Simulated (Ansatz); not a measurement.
Results of rVV10 (Ansatz, an electronic-structure program, plane waves, PAW) for 1T (CdI2-type) HfS₂.

Run with plane-wave cutoff 500 eV, 12×12×6 k mesh (along the axes of the cell as run), gaussian smearing 0.02 eV, scalar-relativistic PAW data made under PBE.

Cell (relaxed at this level):

```
CELL_PARAMETERS angstrom
      1.83381    -3.17626     0.00000
      1.83381     3.17626     0.00000
      0.00000     0.00000     5.85080
ATOMIC_POSITIONS crystal
  Hf 0.00000 0.00000 0.00000
  S  0.33333 0.66667 0.24867
  S  0.66667 0.33333 0.75133
```

Question: Predict the band gap.

Answer: 
band gap: 0.98 eV (on the SCF k mesh)

Measured, for comparison: band gap 1.8 eV (temperature not stated, not corrected to a static lattice, fundamental, indirect, our sources range from 1.80 to 1.96; as tabulated in Rybak et al. (2022), arXiv:2210.12074).

Spin–orbit coupling is not included.

Computing time: around 80 core-seconds (rough).
